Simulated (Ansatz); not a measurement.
Ansatz (a program for electronic structure) input (CCSD(T)/cc-pwCVTZ):
A basis named .json is the Basis Set Exchange file of that set.

Ansatz 0.2 input:
```yaml
crystal:
  periodic: [false, false, false]
  atoms:
    - {symbol: Si, position_ang: [0.13481390, -0.00182868, 0.00000152]}
    - {symbol: H, position_ang: [-0.95884006, -1.10354087, 0.01036727]}
    - {symbol: H, position_ang: [-0.92855461, 1.12914243, -0.01038861]}
basis:
  gaussian:
    orbitals: cc-pwCVTZ.json
total_charge: -1
magnetization: {spin_polarized: true, initial_magnetization: 1}
correlation: {method: ccsd_t, electrons: outside_noble_gas}
```

Output:

```
Functional definition: HF
integrals: 0.12 GiB planned
495 factors; integrals over basis functions are off by at most 7.7e-4 eV
mean field: 0.14 GiB planned
mean field evaluation 1: about -7891.8953 eV, gradient 7.4e0 eV
mean field evaluation 2: about -7891.8961 eV, gradient 7.4e0 eV
mean field evaluation 4: about -7892.5587 eV, gradient 1.1e0 eV
mean field evaluation 8: about -7892.5807 eV, gradient 8.8e-4 eV
mean field evaluation 16: about -7892.5572 eV, gradient 1.1e0 eV
mean field evaluation 32: about -7890.1242 eV, gradient 7.9e-4 eV
mean field -7892.58074849 eV, -290.0469927237 hartree, gradient 1.0e-6 eV, S^2 0.775618; 1 other end points of the search recorded, 0 dependent functions left out
determinant -7892.58074849 eV, -290.0469927237 hartree, with singles and doubles -7896.74340789 eV, -290.1999676350 hartree
determinant -7890.12417266 eV, -289.9567152269 hartree, with singles and doubles -7894.37490748 eV, -290.1129268506 hartree
5 core orbitals not correlated
reference -7892.58074849 eV, -290.0469927237 hartree; 4, 3 occupied and 78, 79 virtual orbitals, 495 factors
second order -3.35001583 eV of doubles, -0.00000000 eV of singles
coupled cluster: 0.29 GiB planned
cycle   1  -4.05741703 eV  change   -2.8e-1 eV  update   1.9e-2
cycle   2  -4.06612902 eV  change   -8.7e-3 eV  update   4.1e-3
cycle   3  -4.06792089 eV  change   -1.8e-3 eV  update   1.5e-3
cycle   4  -4.06868606 eV  change   -7.7e-4 eV  update   5.2e-4
cycle   5  -4.06874570 eV  change   -6.0e-5 eV  update   1.9e-4
cycle   6  -4.06879346 eV  change   -4.8e-5 eV  update   6.2e-5
cycle   7  -4.06880995 eV  change   -1.6e-5 eV  update   2.1e-5
cycle   8  -4.06880686 eV  change    3.1e-6 eV  update   7.0e-6
perturbative correction -0.14114647 eV, -0.0051870371 hartree
Total energy: -7896.79070182 eV, -290.2017056551 hartree
```
